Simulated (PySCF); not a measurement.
# HOC⁺, singlet: reading a ladder of total energies

Geometry: that of the HOC, doublet, kept fixed.

```json
{"atom": "O", "x (Å)": "0.0000", "y (Å)": "-0.1013", "z (Å)": "0.5002"}
{"atom": "C", "x (Å)": "0.0000", "y (Å)": "0.0736", "z (Å)": "-0.7526"}
{"atom": "H", "x (Å)": "0.0000", "y (Å)": "0.7302", "z (Å)": "1.0271"}
```

Basis 6-31G; PySCF 2.14.0. Correlated methods freeze the noble-gas cores, which leaves 10 electrons in 18 orbitals. R marks a restricted (for open shells ROHF) determinant.

Full CI isn't at hand for all of this; RCCSDT(Q) serves as the reference, and is uncertain by the last step of the cluster series or more.

RCCSD has a T1 diagnostic of 0.029 and a largest doubles amplitude of 0.10.

```json
{"level": "RHF", "total energy (hartree)": "-112.824721"}
{"level": "RMP2", "total energy (hartree)": "-113.023188"}
{"level": "RCCSD", "total energy (hartree)": "-113.033816"}
{"level": "RCCSD(T)", "total energy (hartree)": "-113.042945"}
{"level": "RCCSDT", "total energy (hartree)": "-113.043497"}
{"level": "RCCSDT(Q)", "total energy (hartree)": "-113.044436"}
```

What is the correlation energy at RCCSDT(Q), and what share of it do RMP2 and RCCSD(T) recover?

E(corr) = -113.044436 − (-112.824721) = -0.219715 hartree = -5.979 eV. RMP2: -0.198467 / -0.219715 = 90.33 %. RCCSD(T): -0.218224 / -0.219715 = 99.32 %.

By how many kcal/mol does RCCSD(T) miss RCCSDT(Q) (1 hartree = 627.509 kcal/mol), and which steps make up the rest?

-113.042945 − (-113.044436) = 0.001491 hartree = 0.94 kcal/mol. Steps: RCCSDT − RCCSD(T) = -0.35, RCCSDT(Q) − RCCSDT = -0.59 kcal/mol. Differences between like states or geometries often cancel part of this.
